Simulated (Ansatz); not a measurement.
# BH₄ (doublet): wave-function methods side by side at distance H1–H2 along a hydrogen transfer = 1.230 Å, cc-pVDZ

Aim: climb from Hartree-Fock through coupled cluster and multireference methods for BH₄ (doublet) at one geometry and basis, and see what each rung misses.

Method: cc-pVDZ, core rule «outside noble gas», up to 1 orbitals frozen; program: Ansatz 0.2.0, Gaussian basis.

The runs, in order: UHF; CCSD(T) on ROHF; CCSD(T) on UHF; BCCD(T) on ROHF; CISD; CCSDT(Q) on ROHF; CCSDT(Q) on UHF; CCSDTQ on ROHF; CCSDTQ on UHF; CASSCF and MRCISD+Q, 3 electrons in 3 orbitals; CASSCF and NEVPT2, 3 electrons in 3 orbitals; CASSCF and MRCISD+Q, 7 electrons in 8 orbitals; CASSCF and NEVPT2, 7 electrons in 8 orbitals; Full CI.

2 further runs of the same task are left out: 2 for a known fault of the program.

**1. The geometry**

The geometry derives from fragments relaxed apart (PBE0/def2-TZVP) and kept rigid, so it is no stationary point. A hydrogen atom is moved between rigid fragments.

5 atoms, charge 0, spin multiplicity 2.

Atoms are counted from 1 here; the program's logs count them from 0.

Bond lengths: H2–B3 1.251 Å, B3–H4 1.191 Å, B3–H5 1.191 Å. Angles: H2–B3–H4 115.3°, H2–B3–H5 115.3°, H4–B3–H5 129.4°.

**2. UHF**

The input, in.yaml:

```yaml
crystal:
  periodic: [false, false, false]
  atoms:
    - {symbol: H, position_ang: [-2.296708, 0.000000, 0.000000]}
    - {symbol: H, position_ang: [-1.066708, 0.000000, 0.000000]}
    - {symbol: B, position_ang: [0.184292, 0.000000, 0.000000]}
    - {symbol: H, position_ang: [0.693365, 0.000000, 1.077008]}
    - {symbol: H, position_ang: [0.693365, 0.000000, -1.077008]}
basis:
  gaussian: {orbitals: cc-pVDZ}
magnetization: {spin_polarized: true, initial_magnetization: 1}
hamiltonian: {xc: hf}
output: {orbitals: {seedname: orbitals}}
```

Started as:

```bash
> ansatz run in.yaml --threads 1 --pin off --events-out ev --progress --plain --max-ram 4096MiB --backend cpu
```

Further steps of the session: CCSD(T) on ROHF; CCSD(T) on UHF; BCCD(T) on ROHF; CISD; CCSDT(Q) on ROHF; CCSDT(Q) on UHF; CCSDTQ on ROHF; CCSDTQ on UHF; CASSCF and MRCISD+Q, 3 electrons in 3 orbitals; CASSCF and NEVPT2, 3 electrons in 3 orbitals; CASSCF and MRCISD+Q, 7 electrons in 8 orbitals; CASSCF and NEVPT2, 7 electrons in 8 orbitals; Full CI.

Q: Predict the results of all the runs planned. Wanted: FCI below the RHF energy; RMP2 from FCI; UMP2 from FCI; RCCSD from FCI; RCCSD(T) from FCI; UCCSD(T) from FCI; RCCSDT(Q) from FCI; UCCSDT(Q) from FCI; NEVPT2 pair from FCI.

**Answer**, as computed:

| quantity | value |
| --- | --- |
| FCI below the RHF energy | -3.5200 eV |
| RMP2 from FCI | +788.7 meV |
| UMP2 from FCI | +780.1 meV |
| RCCSD from FCI | +66.1 meV |
| RCCSD(T) from FCI | +14.1 meV |
| UCCSD(T) from FCI | +14.0 meV |
| RCCSDT(Q) from FCI | +0.3 meV |
| UCCSDT(Q) from FCI | +0.3 meV |
| NEVPT2 pair from FCI | +762.5 meV |
| NEVPT2 valence from FCI | +611.8 meV |
| MRCISD+Q valence from FCI | +7.3 meV |
| levels within 1 kcal/mol (43 meV) | RCCSD(T), UCCSD(T), BCCD(T), RCCSDT, UCCSDT, RCCSDT(Q), UCCSDT(Q), RCCSDTQ, UCCSDTQ, MRCISD+Q valence |
| T1 diagnostic | 0.020 |
| effectively unpaired electrons | 1.03 |

RCCSD(T) misses by +14.1 meV, 0.4 % of the correlation energy. One determinant dominates. Of the multireference levels listed MRCISD+Q valence comes nearest in total energy (+7.3 meV), which doesn't show that its space is the better one. These misses are within one basis, not against nature; the frozen cores of restricted and unrestricted runs differ, which can shift their rows.
